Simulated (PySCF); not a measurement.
ClF at PBE

Level: PBE. basis Cl cc-pV(T+d)Z, F cc-pVTZ; no relativity; PySCF 2.14.

| Item | Value |
| --- | --- |
| state | ¹Σ⁺ (singlet), closed shell |
| bond length | 1.650 Å |
| harmonic wavenumber | 764 cm⁻¹ |
| force constant | 4.24 mdyn/Å |
| rotational constant Be | 0.5027 cm⁻¹ |
| anharmonicity ωexe | 3.94 cm⁻¹ |
| vibration–rotation constant αe | 0.00385 cm⁻¹ |
| well depth De to Cl + F | 3.12 eV |
| dissociation energy D0 | 3.07 eV |
| HOMO–LUMO gap | 3.28 eV |
| bond order (Mayer) | 1.04 |
| dipole moment (positive dipole means Cl(−)F(+)) | -0.84 D |
